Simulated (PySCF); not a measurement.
Level of theory and gas-phase deprotonation enthalpies: N-methylacetamide

Structure: `CNC(C)=O` (C3H7NO). Atom numbers as in the mapped SMILES `[CH3:1][NH:2][C:3]([CH3:4])=[O:5]`.

All levels share the PBE0-D3(BJ)/ma-def2-SVP structures and the PBE0-D3(BJ)/ma-def2-SVP thermal terms; only the single-point energies (PySCF) change. Values are gas-phase deprotonation enthalpies (298 K, kJ/mol).

At M06-2X/def2-SVPD:
```
quantity  value
      C4   1583
      C1   1680
```

**Question.** What does ωB97X-D3(BJ)/ma-def2-TZVP give?

**Answer.** C4: 1598 (change 15); C1: 1696 (change 15).

Caveats: N2 is not listed: the run failed or kept an imaginary mode, or the ion rearranged or equalled another; N–H, O–H and S–H positions are as a rule more acidic than C–H.

Differences come from unrounded values, so a last digit can differ from that of the printed terms.

---

methoxyacetonitrile: gas-phase deprotonation enthalpies at several levels

Structure: `COCC#N` (C3H5NO). Non-hydrogen atoms are numbered in `[CH3:1][O:2][CH2:3][C:4]#[N:5]`.

All levels share the PBE0-D3(BJ)/ma-def2-SVP structures and the PBE0-D3(BJ)/ma-def2-SVP thermal terms; only the single-point energies (PySCF) change. Values are gas-phase deprotonation enthalpies (298 K, kJ/mol).

Measured (NIST Chemistry WebBook): deprotonation enthalpy (ΔH) 1556 kJ/mol.

| level | C3 |
| --- | --- |
| B3LYP-D3(BJ)/ma-def2-TZVP | 1553 |
| ωB97X-D3(BJ)/ma-def2-TZVP | 1573 |

The spread: 20 kJ/mol, from 1553 to 1573.

Known limits: C1 is not listed: the run failed or kept an imaginary mode, or the ion rearranged or equalled another.

---

cyclobutanone: gas-phase deprotonation enthalpies at several levels

Structure: `O=C1CCC1` (C4H6O). Non-hydrogen atoms are numbered in `[O:1]=[C:2]1[CH2:3][CH2:4][CH2:5]1`. These are map numbers, not IUPAC locants.

All levels share the PBE0-D3(BJ)/ma-def2-SVP structures and the PBE0-D3(BJ)/ma-def2-SVP thermal terms; only the single-point energies (PySCF) change. Values are gas-phase deprotonation enthalpies (298 K, kJ/mol).

At ωB97X-D3(BJ)/6-31+G*:
```jsonl
{"quantity": "C3", "value": "1553"}
{"quantity": "C4", "value": "1679"}
```

**Question.** What does ωB97X-D3(BJ)/ma-def2-TZVP give?

**Answer.** C3: 1551 (change -2); C4: 1679 (change 0).
